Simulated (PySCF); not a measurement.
**Complexes of ammonia**

Gas-phase complexes of ammonia, each in one structure from a short search with a few starts, optimised by PBE0-D3(BJ)/def2-SVPD or PBE0-D3(BJ)/def2-TZVPD; other ways of binding may lie lower. Energies in kcal/mol, wB97M-D3(BJ)/def2-TZVPD, counterpoise-corrected (PySCF): interaction is complex less parts frozen as they stand in it, binding adds what it costs to deform them. Contacts are written partner···ammonia; electrostatic, Pauli and orbital are terms of the uncorrected same energy, whose rest is dispersion or correlation.

2 other partners are left out, for which the search missed the form known or expected to bind best.

Frequency runs check only 4 of the 5 structures; an imaginary mode is left, so that the point isn't a minimum, in the complex with ammonium (482i cm⁻¹). 2 further partners within 0.25 kcal/mol of a listed one are not ranked.

Problem. Order these partners of ammonia by binding energy, strongest first: Na+, formaldehyde, boron trifluoride, hydrogen cyanide, ammonium.

Solution. Na+ (-28.6), ammonium (-26.3), boron trifluoride (-21.5), hydrogen cyanide (-6.7), formaldehyde (-3.8).
```csv
partner,contact,distance (Å),binding,interaction,electrostatic,Pauli,orbital
Na+,Na···N,2.34,-28.6,-28.7,-32.0,12.0,-8.2
ammonium,H···N,1.31,-26.3,-48.4,-52.7,74.1,-68.8
boron trifluoride,B···N,1.65,-21.5,-45.7,-101.7,138.1,-80.5
hydrogen cyanide,H···N,2.05,-6.7,-6.9,-11.7,10.1,-4.8
formaldehyde,O···H,2.29,-3.8,-3.8,-5.8,4.6,-1.6
```
